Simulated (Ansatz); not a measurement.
# BCl2H: the cost of one run

Program: Ansatz 0.2.0. Level of theory: RKS PBE-D4/def2-SVP. These are calculated values, not measurements.

## 1. The starting structure

Bond lengths: B1–Cl3 2.060 Å, B1–Cl4 1.860 Å. Angles: Cl3–B1–Cl4 155.3°.

Coordinates:

```xyz
4

B     0.0000    0.0000    0.0000
H     0.5157    0.0000    1.2908
Cl    2.0511    0.0000    0.1912
Cl   -1.6108    0.0000   -0.9300
```

## 2. A restrained relaxation towards end A

Springs on the bonds that form and break draw the guess towards this end; the thresholds are loose.

input.yaml reads:

```yaml
crystal:
  periodic: [false, false, false]
  atoms:
    - { symbol: B, position_ang: [0.0, 0.0, 0.0] }
    - { symbol: H, position_ang: [0.5157, 0.0, 1.2908] }
    - { symbol: Cl, position_ang: [2.0511, 0.0, 0.1912] }
    - { symbol: Cl, position_ang: [-1.6108, 0.0, -0.93] }
basis:
  gaussian: { orbitals: def2-SVP }
hamiltonian:
  xc: pbe
  dispersion: d4
relax:
  f_tol: 0.15
  max_steps: 25
  restrain:
    - { distance: [1, 2], at: 2.57, k: 30.0 }
    - { distance: [0, 1], at: 1.19, k: 30.0 }
    - { distance: [0, 2], at: 1.86, k: 30.0 }
```

Command:

```bash
$ ansatz run input.yaml --threads 1 --pin off --max-ram 2048MiB --backend cpu --events-out ev --progress --plain --runs-dir out
```

What time and memory should one allow on 1 thread of Arm Neoverse V2, shared host?

About 5.8 s, with a peak of 0.099 GiB.
